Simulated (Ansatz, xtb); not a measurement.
## Two isomers of C3H3ClN2

We compare I, `Clc1ncc[nH]1`, a singlet, with II, `Clc1cnc[nH]1`, a singlet. Both are isolated molecules in the gas phase, relaxed with r2SCAN-D4/def2-SVP.

Estimate which is lower in electronic energy at CCSD(T)/def2-SVP + ΔMP2/def2-TZVPP, and by roughly how much.

The CCSD(T)/def2-SVP + ΔMP2/def2-TZVPP calculation puts structure I lower, by 1.37 kcal/mol.

How the difference moves with the method:

```tsv
level	geometry	E(II) − E(I) (kcal/mol)	departure from the last row (kcal/mol)	job, with rough time for the two
GFN2-xTB	GFN2-xTB	+0.71	−0.66	optimisation, 0.39 s
HF/STO-3G	GFN2-xTB	+0.22	−1.15	single point, 1.4 s
r2SCAN-D4/def2-SVP//GFN2-xTB	GFN2-xTB	+1.72	+0.35	single point, 8.7 s
r2SCAN-D4/def2-SVP	r2SCAN-D4/def2-SVP	+1.77	+0.39	optimisation, 58 s
HF/def2-SVP	r2SCAN-D4/def2-SVP	+1.83	+0.46	part of the CCSD(T) run
MP2/def2-SVP	r2SCAN-D4/def2-SVP	+1.72	+0.35	part of the CCSD(T) run
CCSD(T)/def2-SVP	r2SCAN-D4/def2-SVP	+1.60	+0.23	single point
CCSD(T)/def2-SVP + ΔMP2/def2-TZVPP	r2SCAN-D4/def2-SVP	+1.37		single point, 63 s
```

As drawn, both hold the same kinds of bond in the same numbers.

HF/STO-3G finds them nearly level. The largest departure from CCSD(T)/def2-SVP + ΔMP2/def2-TZVPP is that of HF/STO-3G, 1.15 kcal/mol. The last row adds to CCSD(T) the change of the MP2 difference between the two basis sets, here −0.23 kcal/mol.

With harmonic frequencies from r2SCAN-D4/def2-SVP (ideal gas, rigid rotor, one conformer each, 298.15 K, 1 atm): the zero-point term adds +0.03 kcal/mol; ΔH is +1.42 and ΔG +1.37 kcal/mol.

The correlated steps freeze 10 core orbitals. Codes used: Ansatz 0.2.0, xtb 6.7.1; the last row on 2 threads of Intel(R) Xeon(R) Processor @ 2.50GHz (Skylake/Cascade Lake) on a shared host.
